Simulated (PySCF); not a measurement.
**Core-level binding energies of methyl ethyl formamide**

Compound: methyl ethyl formamide, C₄H₉NO.
Z-matrix (Å and degrees, GFN2-xTB geometry), rows numbered from 1:
```
C 
C   1  1.5282
N   2  1.4437  1  112.46
C   3  1.4441  2  117.88  1   -79.36
C   3  1.3433  2  122.32  1    97.07
O   5  1.2081  3  125.61  2  -177.61
H   1  1.0868  2  110.85  3    62.26
H   1  1.0865  2  109.83  3  -177.88
H   1  1.0874  2  110.11  3   -58.05
H   2  1.0933  1  109.42  3   120.53
H   2  1.0946  1  109.81  3  -120.80
H   4  1.0884  3  107.59  2  -178.12
H   4  1.0916  3  111.05  2    62.40
H   4  1.0920  3  110.34  2   -58.64
H   5  1.1066  3  111.99  2     3.04
```

Method used: PySCF, delta-SCF UKS SCAN, pcX-2 on the ionised atom, pcseg-1 elsewhere, spin-free X2C. Binding energies are ΔSCF values: E(core-ionised, relaxed orbitals) − E(ground state) at a fixed geometry, referred to the vacuum level.

Give the core binding energies atom by atom.

```json
{"atom(s)": "C1", "bonded to": "C and 3 H", "level": "C 1s", "binding energy (eV)": "290.93", "above the level's lowest (eV)": "0.00", "count": "1"}
{"atom(s)": "C4", "bonded to": "N and 3 H", "level": "C 1s", "binding energy (eV)": "291.76", "above the level's lowest (eV)": "+0.83", "count": "1"}
{"atom(s)": "C2", "bonded to": "N, C and 2 H", "level": "C 1s", "binding energy (eV)": "292.09", "above the level's lowest (eV)": "+1.16", "count": "1"}
{"atom(s)": "C5", "bonded to": "O (double bond), N and H", "level": "C 1s", "binding energy (eV)": "293.26", "above the level's lowest (eV)": "+2.33", "count": "1"}
{"atom(s)": "N3", "bonded to": "3 C", "level": "N 1s", "binding energy (eV)": "405.72", "above the level's lowest (eV)": "0.00", "count": "1"}
{"atom(s)": "O6", "bonded to": "C (double bond)", "level": "O 1s", "binding energy (eV)": "536.70", "above the level's lowest (eV)": "0.00", "count": "1"}
```

Lowest listed C 1s: C1, bonded to C and 3 H. Highest, 2.33 eV above it: C5, bonded to O (double bond), N and H.

Which photon wavelength matches the C 1s of C2 threshold?

λ = hc/E = 12398.42 eV Å / 292.09 eV = 42.447 Å.

One conformer (not necessarily the lowest) at the GFN2-xTB geometry, without solvent, vibrations or thermal averaging.

On an x86-64 server with one thread, no GPU, shared host, this took 84 s of wall time.
